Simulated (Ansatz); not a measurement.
Predict the output of the script below (the Ansatz DFT code, driven from Python).

`x2c_clmg.py`
```python
'''ClMg(-) with and without the spin-free two-component Hamiltonian.'''

import ansatz
import numpy as np

GEOMETRY = '''
Mg    0.00000    0.00000    0.00000
Cl    0.00000    0.00000    2.42500
'''


def main() -> None:
    molecule = ansatz.Crystal.molecule()
    for line in GEOMETRY.strip().splitlines():
        symbol, *xyz = line.split()
        molecule = molecule.atom(symbol, [float(v) for v in xyz])

    calculation = molecule.calculation()
    calculation = calculation.functional('pbe').charge(-1)
    calculation = calculation.forces()
    # a set contracted for a scalar-relativistic Hamiltonian goes with the relativistic run
    sets = {'none': 'cc-pVTZ', 'scalar': 'cc-pVTZ-DK'}
    found = {kind: calculation.basis(gaussian=basis).pseudopotentials(relativity=kind).run().report for kind, basis in sets.items()}
    for kind, each in found.items():
        dipole = 4.803205 * np.linalg.norm(each['charge_distribution']['dipole_moment_e_ang'])
        print(f'{kind:7s} E = {each["free_energy_ev"]:.4f} eV  dipole {dipole:.3f} D  largest force component {np.abs(each["forces_ev_ang"]).max():.4f} eV/A')
    print(f'relativity lowers the total energy by {found["none"]["free_energy_ev"] - found["scalar"]["free_energy_ev"]:.3f} eV')


if __name__ == '__main__':
    main()
```

```console
$ python x2c_clmg.py
none    E = -17961.9816 eV  dipole 3.798 D  largest force component 0.0813 eV/A
scalar  E = -18009.1477 eV  dipole 3.771 D  largest force component 0.0813 eV/A
relativity lowers the total energy by 47.166 eV
```

Total energies depend on the basis set; only differences at equal settings carry meaning. The geometry is a force-field or estimated start, not a minimum of this method. The basis set changes with the Hamiltonian (a set recontracted for scalar relativity), and most of the change in the total lies in the cores. An ion's dipole depends on the origin; the program takes it about the centre of nuclear charge. The spin state was assumed, and another may lie lower. Anions want diffuse functions, which this basis lacks. Finished in 2.5 s on 1 thread of Arm Neoverse V1, with other jobs on the host, peak memory 0.18 GiB.
